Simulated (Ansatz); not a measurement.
CHN, SMILES C#N, a relaxed scan of one distance

Computed with the Python package of Ansatz (0.2.0).

`chn.xyz`
```text
3

C    -0.00568   -0.02502   -0.00572
N     0.25004    1.05289    0.25316
H    -0.24436   -1.02787   -0.24745
```

Script `relaxed_scan_chn.py`:
```python
# -*- coding: utf-8 -*-
import ansatz as az
import numpy as np

chn = az.Crystal.molecule_from_extxyz("chn.xyz")

calc = (
    chn.calculation()
    .basis(gaussian="def2-SVP")
    .functional("hf")
)
symbols = [site.symbol for site in chn.cartesian_sites]
pairs = [(0, 1), (0, 2)]
print("held (A)   E (eV)        ", "  ".join(f"{symbols[i]}{i}-{symbols[j]}{j}" for i, j in pairs))
for length in [0.97, 1.06, 1.14, 1.27, 1.43]:
    report = calc.relax(constraints=[az.DistanceConstraint((0, 2), at=length)], force_tolerance=0.02, max_steps=60).run(threads=1).report
    xyz = np.array(report["positions_ang"])
    print(f"{length:6.2f} {report['free_energy_ev']:14.5f}  ", "  ".join(f"{np.linalg.norm(xyz[i] - xyz[j]):.3f}" for i, j in pairs))
```

Running `python relaxed_scan_chn.py` prints:
```text
held (A)   E (eV)         C0-N1  C0-H2
DeckWarning: relax.constraints: the input's atoms, or those drawn, lie off the distances that are held; a relaxation that starts there is brought onto them ahead of its first SCF, by positions alone, [...]
  0.97    -2525.00122   1.130  0.970
  1.06    -2525.25269   1.131  1.060
  1.14    -2525.15884   1.132  1.140
  1.27    -2524.63895   1.132  1.270
  1.43    -2523.69979   1.133  1.430
```
(Warnings from the package without file and line, shortened, repeats left out.)

Notes:
- These settings explore the input space; basis and method may be short of convergence.
- The energies are electronic: no zero-point or thermal terms, and the basis set is short of its limit.
- Finished in 6.8 s on 1 thread of Arm Neoverse V1, on a shared host, peak memory 0.16 GiB.
